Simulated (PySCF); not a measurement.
Below is a simulated gas-phase Si 2p photoelectron spectrum of `O=C[SiH3]`.

Every computed line was given a Gaussian of 0.8 eV full width at half maximum and an area set by the number of equivalent atoms (split 2:1 within a doublet); the highest printed point is 100. Level of theory: delta-SCF UKS SCAN, pcX-2 on the ionised atom, pcseg-1 elsewhere, spin-free X2C in PySCF.

binding energy (eV), intensity and a bar:
```
    106.0          0 
    106.1          1 
    106.2          1 
    106.3          3 #
    106.4          6 ##
    106.5         12 ####
    106.6         20 ######
    106.7         33 ##########
    106.8         48 ##############
    106.9         65 ###################
    107.0         80 ########################
    107.1         92 ############################
    107.2         99 ##############################
    107.3        100 ##############################
    107.4         96 #############################
    107.5         89 ###########################
    107.6         80 ########################
    107.7         72 #####################
    107.8         63 ###################
    107.9         53 ################
    108.0         44 #############
    108.1         34 ##########
    108.2         24 #######
    108.3         16 #####
    108.4         10 ###
    108.5          6 ##
    108.6          3 #
    108.7          1 
    108.8          1 
    108.9          0 
    109.0          0
```

Count the maxima, the lines and the sites behind this envelope.

The curve has 1 maximum (at 107.3 eV). Under it lie 2 lines from 1 inequivalent silicon site, drawn as a 2p3/2, 2p1/2 pair. At this width some lines have no maximum of their own.

Decompose the envelope and assign each component. Numbering: `[O:1]=[CH:2][SiH3:3]`.

```tsv
position (eV)	relative area	line	atoms	environment
107.19	0.67	Si 2p3/2	Si3	SiH3 silicon
107.81	0.33	Si 2p1/2	Si3	SiH3 silicon
```

What are the centre and the root-mean-square width of the whole band?

The area-weighted mean of the lines is 107.39 eV. Their own spread about it is 0.29 eV (rms) and each Gaussian has σ = 0.8/2.355 = 0.34 eV; the variances add, which gives 0.45 eV.

Shake-up satellites, vibrational structure and lifetime widths aren't simulated. For 2p shells one spin-free hole was relaxed; a mean-field spin–orbit operator and the ground-state splitting of the three 2p orbitals were then diagonalised within the shell. The shell's mean is (2 × 2p3/2 + 2p1/2)/3, and the degeneracies 2j + 1 give areas of 2:1. 2p1/2 minus 2p3/2 (ligand field included): Si 0.62 eV. Geometry: GFN2-xTB; no solvent, vibrations or thermal averaging.
